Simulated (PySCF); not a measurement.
Compound: 2-ethylacrolein, C₅H₈O.
Z-matrix (Å and degrees, GFN2-xTB geometry), rows numbered from 1:
```
C 
C   1  1.3321
C   2  1.4724  1  119.61
O   3  1.2040  2  125.38  1  -178.59
C   2  1.5005  1  123.79  3   178.93
C   5  1.5298  2  110.61  1  -100.57
H   1  1.0779  2  121.77  3    -0.16
H   1  1.0773  2  121.84  3   179.55
H   3  1.1088  2  113.67  1     0.88
H   5  1.0915  2  108.64  1   140.19
H   5  1.0909  2  110.04  1    20.88
H   6  1.0868  5  110.21  2   -60.30
H   6  1.0880  5  110.56  2    59.91
H   6  1.0870  5  110.09  2  -179.97
```

A PySCF run (density fitting, gas phase, GFN2-xTB geometry) gave HOMO -10.40 eV, LUMO 2.24 eV, dipole 3.27 D and E = -268.902 Eh.

Question: Which of these levels was it?
A. PBE0/pcSseg-1
B. CAM-B3LYP/def2-SVPD
C. HF/IGLO-II
D. BLYP/6-311+G(2d,p)
E. HF/3-21G

Answer: C. It is HF/IGLO-II. All candidates on this geometry:

```json
{"level and settings": "BLYP/6-311+G(2d,p), energy threshold 1e-11 Eh, level shift 0.1 Eh", "kind": "GGA", "basis functions": "210", "SCF cycles": "14", "E (Eh)": "-270.5167", "HOMO (eV)": "-5.86", "LUMO (eV)": "-2.70", "dipole (D)": "2.88"}
{"level and settings": "PBE0/pcSseg-1", "kind": "global hybrid", "basis functions": "142", "SCF cycles": "15", "E (Eh)": "-270.1930", "HOMO (eV)": "-7.52", "LUMO (eV)": "-1.75", "dipole (D)": "2.90"}
{"level and settings": "CAM-B3LYP/def2-SVPD", "kind": "range-separated hybrid", "basis functions": "187", "SCF cycles": "14", "E (Eh)": "-270.2184", "HOMO (eV)": "-9.07", "LUMO (eV)": "-0.70", "dipole (D)": "3.04"}
{"level and settings": "HF/IGLO-II, damping 0.1 at the start, DIIS from the seventh cycle", "kind": "Hartree–Fock", "basis functions": "180", "SCF cycles": "13", "E (Eh)": "-268.9022", "HOMO (eV)": "-10.40", "LUMO (eV)": "2.24", "dipole (D)": "3.27"}
{"level and settings": "HF/3-21G, fitting basis def2-qzvpp-jkfit, start guess vsap", "kind": "Hartree–Fock", "basis functions": "70", "SCF cycles": "11", "E (Eh)": "-267.3345", "HOMO (eV)": "-10.27", "LUMO (eV)": "2.68", "dipole (D)": "3.09"}
```

The nearest other candidate, by the summed differences of HOMO and LUMO, is HF/3-21G: its HOMO differs by +0.13 eV and its LUMO by +0.44 eV. Cycle counts include a coarse-grid stage where the run had one. All basis functions are spherical, in the Pople sets too. At HF/IGLO-II the closed-shell solution lies near or past a triplet instability.
